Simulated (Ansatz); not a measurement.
`F/C=N\CF` + HCl → `FC/N=C/Cl` + H–F  (substitution at a C–F bond)

Isolated molecules relaxed with PBE0-D4/def2-TZVP in Ansatz; ΔE leaves out vibrations. CCSD(T)/CBS adds triple-zeta CCSD(T) − MP2 to the extrapolated MP2 energy (def2 sets, frozen cores). This one scheme is used for every species. Double bonds are as drawn, so ΔE can hold a change between cis and trans. Functionals use def2-TZVPP. One conformer a species, not always the lowest.

```json
{"level": "revPBE-D4", "ΔE (kJ/mol)": "-9.4", "difference from CCSD(T)/CBS": "5.1"}
{"level": "r2SCAN-D4", "ΔE (kJ/mol)": "-1.6", "difference from CCSD(T)/CBS": "12.9"}
{"level": "PBE0-D4", "ΔE (kJ/mol)": "-6.9", "difference from CCSD(T)/CBS": "7.6"}
{"level": "r2SCAN", "ΔE (kJ/mol)": "-1.0", "difference from CCSD(T)/CBS": "13.5"}
{"level": "PBE0", "ΔE (kJ/mol)": "-4.7", "difference from CCSD(T)/CBS": "9.8"}
{"level": "r2SCANh", "ΔE (kJ/mol)": "-1.9", "difference from CCSD(T)/CBS": "12.6"}
{"level": "LC-ωPBE", "ΔE (kJ/mol)": "-0.5", "difference from CCSD(T)/CBS": "14.0"}
{"level": "CCSD/def2-TZVPP", "ΔE (kJ/mol)": "-5.3", "difference from CCSD(T)/CBS": "9.2"}
{"level": "MP2/CBS(def2)", "ΔE (kJ/mol)": "-23.5", "difference from CCSD(T)/CBS": "-9.0"}
{"level": "CCSD/CBS(def2)", "ΔE (kJ/mol)": "-11.9", "difference from CCSD(T)/CBS": "2.6"}
{"level": "CCSD(T)/CBS", "ΔE (kJ/mol)": "-14.5", "difference from CCSD(T)/CBS": "0"}
```

Largest T1 diagnostic among the species: 0.013.

At CCSD(T), def2-SVP lies +25.9 kJ/mol from the extrapolated value and def2-TZVPP +6.6 kJ/mol. The D4 term adds −4.0 kJ/mol with B3LYP and −2.2 kJ/mol with PBE0; it sums over pairs of atoms, weighted by their polarisabilities, and B3LYP, whose exchange is more repulsive, gets the larger term.

B3LYP here is the variant with VWN-RPA as its local correlation; programs differ in this.
